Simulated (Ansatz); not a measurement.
# B₂H₂ (singlet): from Hartree-Fock to the top rungs, cc-pVDZ

Aim: climb from Hartree-Fock through coupled cluster and multireference methods for B₂H₂ (singlet) at one geometry and basis, and see what each rung misses.

Program: Ansatz 0.2.0, Gaussian basis. Level of theory: cc-pVDZ, core rule «outside noble gas», up to 2 orbitals frozen. These are calculated values, not measurements.

Plan: UHF; CCSD(T) on RHF; CCSD(T) on UHF; BCCD(T) on RHF; CISD; CCSDT(Q) on RHF; CCSDT(Q) on UHF; CCSDTQ on RHF; CCSDTQ on UHF; CASSCF and MRCISD+Q, 8 electrons in 10 orbitals; CASSCF and NEVPT2, 8 electrons in 10 orbitals.

4 further runs of the same task are left out: 4 set aside as unsound or not needed.

## 1. What is computed

The geometry is a PBE0/def2-TZVP stationary point (not a proven minimum) of the parent state, kept for this charge and spin.

4 atoms, charge 0, spin multiplicity 1.

Atoms are counted from 1 here; the program's logs count them from 0.

Bond lengths: B1–B2 1.585 Å, B1–H3 1.197 Å, B1–H4 1.197 Å. Angles: B2–B1–H3 118.9°, B2–B1–H4 118.9°, H3–B1–H4 122.2°.

## 2. UHF

Input file in.yaml:

```yaml
crystal:
  periodic: [false, false, false]
  atoms:
    - {symbol: B, position_ang: [0.000000, 0.000000, 0.675628]}
    - {symbol: B, position_ang: [0.000000, 0.000000, -0.909454]}
    - {symbol: H, position_ang: [0.000000, 1.047868, 1.253990]}
    - {symbol: H, position_ang: [0.000000, -1.047868, 1.253990]}
basis:
  gaussian: {orbitals: cc-pVDZ}
magnetization: {spin_polarized: true, initial_magnetization: 0}
hamiltonian: {xc: hf}
output: {orbitals: {seedname: orbitals}}
```

The run is started by

```sh
ansatz run in.yaml --threads 1 --pin off --events-out ev --progress --plain --max-ram 2816MiB --backend cpu
```

Further steps of the session: CCSD(T) on RHF; CCSD(T) on UHF; BCCD(T) on RHF; CISD; CCSDT(Q) on RHF; CCSDT(Q) on UHF; CCSDTQ on RHF; CCSDTQ on UHF; CASSCF and MRCISD+Q, 8 electrons in 10 orbitals; CASSCF and NEVPT2, 8 electrons in 10 orbitals.

Q: Predict the results of all the runs planned. Wanted: RCCSDTQ below the RHF energy; RMP2 from RCCSDTQ; RCCSD from RCCSDTQ; RCCSD(T) from RCCSDTQ; RCCSDT(Q) from RCCSDTQ; NEVPT2 valence from RCCSDTQ; MRCISD+Q valence from RCCSDTQ; T1 diagnostic; effectively unpaired electrons.

**Answer**, as computed:

```
                         quantity                                value
     RCCSDTQ below the RHF energy                           -4.8599 eV
                RMP2 from RCCSDTQ                        +127.9 kJ/mol
               RCCSD from RCCSDTQ                         +15.9 kJ/mol
            RCCSD(T) from RCCSDTQ                          +5.0 kJ/mol
           RCCSDT(Q) from RCCSDTQ                          +0.4 kJ/mol
      NEVPT2 valence from RCCSDTQ                         +72.0 kJ/mol
    MRCISD+Q valence from RCCSDTQ                          +3.3 kJ/mol
levels within 1 kcal/mol (43 meV)  RCCSDT, RCCSDT(Q), MRCISD+Q valence
                    T1 diagnostic                                0.012
   effectively unpaired electrons                                 0.18
```

RCCSD(T) misses by +5.0 kJ/mol, 1.1 % of the correlation energy. One determinant dominates. Of the multireference levels listed MRCISD+Q valence comes nearest in total energy (+3.3 kJ/mol), which doesn't show that its space is the better one. Coupled cluster took another determinant than the lowest Hartree-Fock one. These misses are within one basis, not against nature.
